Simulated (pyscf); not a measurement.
Single points on ωB97X-D3(BJ)/def2-SVP structures (PySCF, gas phase). Correlated levels are frozen-core, on RHF or UHF. ΔMP2 is the change of the MP2 total energy from the triple- to the quadruple-zeta basis.

SMILES: FC([C]F)(F)F
```xyz
6

F      1.3724     0.4020    -1.3871
C      0.7357     0.7689    -0.3273
C      0.7214    -0.4717     0.6108
F     -0.5428    -0.7109     0.9550
F      1.2388    -1.5844     0.0881
F      1.4253    -0.1417     1.6956
```

Task: How much does it cost (ΔH, 298 K, CCSD(T)/def2-TZVPP + ΔMP2(QZVPP)) to split `[F][C][C]([F])([F])[F]` [singlet] at its C–F bond into F–C•=C(F)–F + F•?

Result: C–F to F–C•=C(F)–F + F•: 3.86 eV. The radicals are drawn with the spin at the cut bond; how far it spreads was not checked. F–C:–C(F)(F)–F [singlet] lies 1.67 eV over its isomer F–C(F)=C(F)–F, and others may lie lower still (electronic energy, ωB97M-D3(BJ)). Other isomers of F–C•=C(F)–F were not searched in full and may lie lower. The CCSD(T) − MP2 part came from Ansatz, without density fitting, on the same reference. A UHF reference is spin-contaminated (<S²> up to 0.96), which harms MP2 most. Left out: the spin-orbit lowering of F.
